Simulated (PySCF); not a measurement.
SiO.
InChI=1S/OSi/c1-2

The closed-shell ground state was solved at several levels (PySCF, density fitting, gas phase, non-relativistic). Isolated species at its PBE0-D3(BJ)/def2-SVP geometry, gas phase.

```csv
level,basis functions,HOMO (eV),LUMO (eV),gap (eV),dipole (D)
PBE0/aug-cc-pVTZ,96,-8.83,-2.09,6.74,3.16
CAM-B3LYP/def2-SVPD,47,-10.30,-0.92,9.38,3.36
PBE0/aug-cc-pVDZ,50,-8.86,-2.08,6.78,3.07
PBE0/6-31G*,32,-8.67,-1.71,6.96,2.65
B3LYP/def2-SVPD,47,-8.68,-2.25,6.43,3.24
wB97X-D/def2-SVPD,47,-10.83,-0.28,10.55,3.24
LDA/def2-SVPD,47,-7.67,-3.02,4.65,3.00
BHandHLYP/def2-SVPD,47,-10.13,-1.13,9.00,3.52
```

(1) Estimate the row for PBE0/def2-TZVPD, a basis of 83 functions; the other rows only guide the guess.

(2) Over all these levels, which gives the widest orbital gap and which the narrowest?

(3) How much does the basis alone move the frontier levels among the 4 PBE0 rows (the withheld one included)?

(4) In the def2-SVPD basis, how does the gap go with the fixed share of exact exchange?

(5) How far do the dipole and the HOMO energy spread over the levels?

## Answers

(1) HOMO -8.83 eV, LUMO -2.08 eV, gap 6.75 eV, dipole 3.19 D.

(2) wB97X-D/def2-SVPD (range-separated hybrid) has the widest, 10.55 eV, and LDA/def2-SVPD (LDA) the narrowest, 4.65 eV. The two share the basis. From the narrowest to the widest the HOMO moves by -3.16 eV and the LUMO by +2.74 eV.

(3) The HOMO by 0.19 eV and the LUMO by 0.38 eV. By rising basis size (HOMO, LUMO in eV): 6-31G* -8.67, -1.71; aug-cc-pVDZ -8.86, -2.08; def2-TZVPD -8.83, -2.08; aug-cc-pVTZ -8.83, -2.09.

(4) LDA (0 %) 4.65 eV; B3LYP (20 %) 6.43 eV; BHandHLYP (50 %) 9.00 eV. Each rise in the share widens the gap here.

(5) The dipole runs from 2.65 to 3.52 D (mean 3.16 D) and the HOMO from -10.83 to -7.67 eV.
